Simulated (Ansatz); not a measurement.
**CH₃BO: functionals against CCSD(T) at one geometry**

The task here is to estimate one member of a computed series from the others.

Program: Ansatz 0.2.0, Gaussian basis. Level of theory: single points in def2-TZVPP. These are calculated values, not measurements.

Correlated methods freeze the cores. B3LYP uses VWN-RPA correlation.

### Starting geometry

SMILES `CB=O`, 6 atoms, charge 0, spin multiplicity 1.

Atoms are counted from 1 here; the program's logs count them from 0.

Bond lengths: C1–B2 1.541 Å, C1–H4 1.092 Å, C1–H5 1.100 Å, C1–H6 1.078 Å, B2–O3 1.177 Å. Angles: B2–C1–H4 111.7°, B2–C1–H5 113.0°, B2–C1–H6 110.7°, H4–C1–H5 104.7°, H4–C1–H6 108.8°, H5–C1–H6 107.6°, C1–B2–O3 178.9°.

As a file:

```csv
atom,x (Å),y (Å),z (Å)
C1,-0.3540,0.3094,-0.2141
B2,0.7056,-0.6210,0.4070
O3,1.5316,-1.3163,0.8766
H4,-1.1066,0.6093,0.5181
H5,0.0682,1.2549,-0.5842
H6,-0.8470,-0.1739,-1.0416
```

Set-up of the first run:

File run/in.yaml:

```yaml
crystal:
  periodic: [false, false, false]
  atoms:
    - {symbol: C, position_ang: [-0.354000, 0.309400, -0.214100]}
    - {symbol: B, position_ang: [0.705600, -0.621000, 0.407000]}
    - {symbol: O, position_ang: [1.531600, -1.316300, 0.876600]}
    - {symbol: H, position_ang: [-1.106600, 0.609300, 0.518100]}
    - {symbol: H, position_ang: [0.068200, 1.254900, -0.584200]}
    - {symbol: H, position_ang: [-0.847000, -0.173900, -1.041600]}
basis:
  gaussian: {orbitals: def2-TZVPP}
correlation: {method: ccsd_t}
output: {forces: true}
```

The command line of these runs was not kept.

Among the steps run: CCSD(T)/def2-TZVPP; PBE0-D4/def2-TZVPP; wB97M-V/def2-TZVPP; r2SCAN-D4/def2-TZVPP; PBE-D4/def2-TZVPP; B3LYP-D4/def2-TZVPP; CAM-B3LYP-D4/def2-TZVPP.

One of the session's tables, all rows but one given; the rest of the session is left out.

```
      method  RMS force component (eV/Å)  angle to CCSD(T) forces (°)  dipole (D)
     CCSD(T)                       1.174                    reference        3.43
     PBE0-D4                       0.942                          6.4        3.62
     wB97M-V                       0.940                          4.3        3.61
   r2SCAN-D4                           ?                            ?           ?
      PBE-D4                       1.277                          7.9        3.45
    B3LYP-D4                       0.951                          5.2        3.59
CAM-B3LYP-D4                       0.829                          7.5        3.65
```

Q: Estimate the row for r2SCAN-D4 from the others.

As computed: RMS force component (eV/Å): 1.083; angle to CCSD(T) forces (°): 6.5; dipole (D): 3.59. In the column «RMS force component (eV/Å)» it lies between B3LYP-D4 (0.951) and CCSD(T) (1.174).
